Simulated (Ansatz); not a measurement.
Calculated with Ansatz (gas phase, PBE0-D4/def2-TZVP geometries, no zero-point term in ΔE). CCSD(T)/CBS is the MP2 limit (def2-TZVPP, def2-QZVPP) plus CCSD(T) − MP2 in def2-TZVPP, frozen cores. This one scheme is used for every species, atoms too. Functionals use def2-TZVPP. B3LYP here is the variant with VWN-RPA as its local correlation; programs differ in this. HSE06 is defined as in plane-wave codes. Open shells (•) are unrestricted, without spin–orbit coupling. Spin–orbit coupling would lower the free atoms: a little for B, Si.

Reaction (atomization): `B1B[SiH2]1` → 2 B• + 4 H• + Si•

```csv
level,ΔE (kcal/mol),difference from CCSD(T)/CBS
LDA (SPW92),589.4,74.9
PBE-D4,528.9,14.4
revPBE-D4,517.5,3.0
BLYP-D4,517.0,2.5
r2SCAN-D4,527.9,13.4
B97M-V,529.1,14.6
PBE0-D4,522.1,7.6
B3LYP-D4,519.7,5.2
r2SCANh-D4,524.9,10.4
r2SCAN0-D4,520.6,6.1
HSE06-D4,522.5,8.0
BHLYP-D4,508.0,-6.5
CAM-B3LYP-D4,518.1,3.6
ωB97X-V,517.8,3.3
ωB97M-V,520.6,6.1
B2PLYP,513.4,-1.1
PBE-QIDH,517.3,2.8
PBE,526.2,11.7
revPBE,509.6,-4.9
BLYP,511.2,-3.3
r2SCAN,527.3,12.8
B3LYP,515.4,0.9
r2SCAN0,519.9,5.4
HSE06,520.4,5.9
BHLYP,504.6,-9.9
CAM-B3LYP,515.8,1.3
LC-ωPBE,513.1,-1.4
HF/def2-SVP,390.7,-123.8
MP2/def2-SVP,493.1,-21.4
CCSD(T)/def2-SVP,487.0,-27.5
HF/def2-TZVPP,387.8,-126.7
MP2/def2-TZVPP,508.7,-5.8
SCS-MP2/def2-TZVPP,506.1,-8.4
CCSD/def2-TZVPP,492.9,-21.6
CCSD(T)/def2-TZVPP,502.4,-12.1
HF/def2-QZVPP,388.4,-126.1
MP2/def2-QZVPP,515.9,1.4
SCS-MP2/def2-QZVPP,514.0,-0.5
HF/CBS(def2),388.5,-126.0
MP2/CBS(def2),520.8,6.3
CCSD(T)/CBS,514.5,0
```

Largest T1 diagnostic among the species: 0.014.

From PBE to PBE0 (25 % exact exchange), in def2-TZVPP and without D4, ΔE moves by −6.3 kcal/mol: exact exchange takes away binding that semilocal exchange gives to molecules. Leaving LDA and LC-ωPBE aside and taking each functional with its dispersion term where it has one, the values spread over 21.1 kcal/mol, from BHLYP-D4 to B97M-V. LDA lies +63.2 kcal/mol from PBE without D4, its usual overbinding.

For atomizations the MP2-based limit and the directly extrapolated one differ by several kJ/mol either way, and by 10 to 25 for some Ge, Se and Sn compounds, so smaller differences from it don't rank the levels.
